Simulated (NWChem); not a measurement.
hydrogen cyanide (CHN); SMILES C#N

Results from NWChem. Pople sets run with spherical d functions. Coordinates come from a PBE0/def2-SVP optimisation. Computed dipoles belong to the equilibrium geometry; the measured one is vibrationally averaged.

Measured dipole moment: 2.98 D (NIST CCCBDB, as tabulated in the package chemicals).

| level | dipole moment (D) | computed − measured |
|---|---|---|
| B3LYP/STO-3G | 2.34 | -0.64 |
| B3LYP/3-21G | 2.74 | -0.24 |
| B3LYP/6-31G* | 2.91 | -0.07 |
| B3LYP/6-31+G* | 3.10 | +0.12 |
| B3LYP/def2-SVP | 2.85 | -0.13 |
| B3LYP/def2-SVPD | 3.05 | +0.07 |
| B3LYP/def2-TZVP | 3.05 | +0.07 |
| B3LYP/6-311++G** | 3.07 | +0.09 |
| B3LYP/aug-cc-pVTZ | 3.06 | +0.08 |
